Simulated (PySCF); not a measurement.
Isomers of C3H3NO2. Level of theory: PBE0-D3(BJ)/def2-SVP geometry optimisation, gas phase in PySCF 2.14.0. One conformer each; no zero-point energy, no entropy. No frequencies were run at this level. Point groups hold within 0.08 Å.

Question: Rank from lowest to highest electronic energy at this level (kcal/mol).
A. `[N:1]#[C:2][CH2:3][C:4](=[O:5])[OH:6]` with C2–C3–C4–O5 173°, C3–C4–O6–H -179° (cyanoacetic acid)
B. `[O:1]=[CH:2][O:3][C@@H:4]1[CH:5]=[N:6]1` with O1–C2–O3–C4 -2°, C2–O3–C4–C5 -21°
C. `[N:1]#[C:2][CH2:3][O:4][CH:5]=[O:6]` with C2–C3–O4–C5 105°, C3–O4–C5–O6 1° (cyanomethyl formate)

Answer: A (0.0), C (17.7), B (46.8).

As drawn, the lowest has a C≡N group and an O–H bond, which the highest lacks; the highest has a three-membered ring and a C=N bond, which the lowest lacks.

| SMILES | E (Eh) | E rel (kcal/mol) | dipole (D) | point group | A, B, C (MHz) |
| --- | --- | --- | --- | --- | --- |
| N#CCC(=O)O | -320.72813 | 0.0 | 2.27 | near Cs | 9922, 2345, 1923 |
| N#CCOC=O | -320.69994 | 17.7 | 3.29 | C1 | 9740, 2133, 1991 |
| O=CO[C@@H]1C=N1 | -320.65358 | 46.8 | 1.59 | C1 | 8248, 3507, 2739 |

Q: How do the relative energies change in single points at PBE0/pcSseg-1 (no added dispersion term) on the same geometries?

A: 
| SMILES | PBE0-D3(BJ)/def2-SVP (kcal/mol) | PBE0/pcSseg-1 (kcal/mol) | shift |
| --- | --- | --- | --- |
| N#CCC(=O)O | 0.0 | 0.0 | 0.0 |
| N#CCOC=O | 17.7 | 16.7 | -1.0 |
| O=CO[C@@H]1C=N1 | 46.8 | 47.9 | +1.1 |

Each column counts from its own lowest isomer. The order is unchanged; the largest shift is 1.1 kcal/mol.
